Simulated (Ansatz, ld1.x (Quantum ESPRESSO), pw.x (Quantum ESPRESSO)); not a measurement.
Equation-of-state test of one TM potential (zirconium (Zr))

Zr (Z = 40), norm-conserving Troullier–Martins (Kleinman–Bylander form), made with ld1.x (Quantum ESPRESSO) 7.5 (LDA (PW92), scalar-relativistic). Core [Ar] 3d10 4s2, reference 4p6 4d2 5s2 5p0. Waves: 4p (bound): rc 1.90 bohr; 4d (bound): rc 2.55 bohr; 5s (bound): rc 3.05 bohr. Local part: the s channel. Core correction: none.

Atomic tests: cutoffs needed: 30 Ry and 45 Ry (the cutoffs (Ry, on a coarse ladder) from which the occupation-weighted sum of valence levels, in a spherical-Bessel basis at the reference potential, stays within 10 and 1 mRy of its value at 400 Ry); ghost test: no extra level below or beside the all-electron valence levels (p, d, s, f tested) (spherical-Bessel basis up to 400 Ry, 20 bohr box); largest excitation error: -688 meV (all-electron minus pseudo) for 4p6 4d1 5s2 5p1, out of 7 test configurations.

Crystal test: sc Zr in pw.x 7.5, no spin, 12³ k-points, Fermi–Dirac smearing 0.01 Ry, cutoffs 55/220 Ry. The lattice is a test structure that the element need not adopt, and mesh and smearing are coarse.

pw.x input:

```
&control
  calculation='scf', prefix='x', pseudo_dir='./', outdir='./tmp', tstress=.true., disk_io='none'
/
&system
  ibrav=0, nat=1, ntyp=1, ecutwfc=55, ecutrho=220, nbnd=12,
  occupations='smearing', smearing='fd', degauss=0.01
/
&electrons
  conv_thr=1e-09, mixing_beta=0.4, electron_maxstep=70
/
ATOMIC_SPECIES
Zr 1.0 Zr.UPF
CELL_PARAMETERS angstrom
  2.84246496 0.00000000 0.00000000
  0.00000000 2.84246496 0.00000000
  0.00000000 0.00000000 2.84246496
ATOMIC_POSITIONS crystal
Zr 0.0000 0.0000 0.0000
K_POINTS automatic
12 12 12 0 0 0
```

```bash
pw.x < Zr.scf.in > Zr.scf.out
```

How does the run end?

It converges; the pressure is 17.24 GPa against -0.34 GPa from all-electron LAPW. The largest radius (3.05 bohr) exceeds half the bond length (2.69 bohr), so the spheres overlap, which is one possible source of error among others. This is a poor potential for the solid. The log shows:

```
     using ibrav=0 with symmetry is DISCOURAGED, use correct ibrav instead
     lattice parameter (alat)  =       5.3715  a.u.
     unit-cell volume          =     154.9822 (a.u.)^3
     number of electrons       =        10.00
     number of Kohn-Sham states=           12
     kinetic-energy cutoff     =      55.0000  Ry
     charge density cutoff     =     220.0000  Ry
     scf convergence threshold =      1.0E-09
     Exchange-correlation= PW
     number of k points=    84  Fermi-Dirac smearing, width (Ry)=  0.0100
     iteration #  1     ecut=    55.00 Ry     beta= 0.40
     total energy              =     -60.89222979 Ry
     estimated scf accuracy    <       0.00373713 Ry
     iteration #  2     ecut=    55.00 Ry     beta= 0.40
     total energy              =     -60.89217505 Ry
     estimated scf accuracy    <       0.00089477 Ry
     iteration #  3     ecut=    55.00 Ry     beta= 0.40
     total energy              =     -60.89222111 Ry
     estimated scf accuracy    <       0.00004566 Ry
     iteration #  4     ecut=    55.00 Ry     beta= 0.40
     total energy              =     -60.89222327 Ry
     estimated scf accuracy    <       0.00000036 Ry
     iteration #  5     ecut=    55.00 Ry     beta= 0.40
     total energy              =     -60.89222329 Ry
     estimated scf accuracy    <       0.00000002 Ry
     iteration #  6     ecut=    55.00 Ry     beta= 0.40
     the Fermi energy is    13.1376 ev
!    total energy              =     -60.89222329 Ry
     estimated scf accuracy    <          7.4E-10 Ry
     smearing contrib. (-TS)   =      -0.00548561 Ry
     The total energy is F=E-TS. E is the sum of the following terms:
     one-electron contribution =      -7.50634603 Ry
     hartree contribution      =       8.26695434 Ry
     xc contribution           =      -8.82582699 Ry
     ewald contribution        =     -52.82151900 Ry
     convergence has been achieved in   6 iterations
          total   stress  (Ry/bohr**3)                   (kbar)     P=      172.42
     Message from routine punch:
     Nothing written, as per user request (disk_io='none')
```
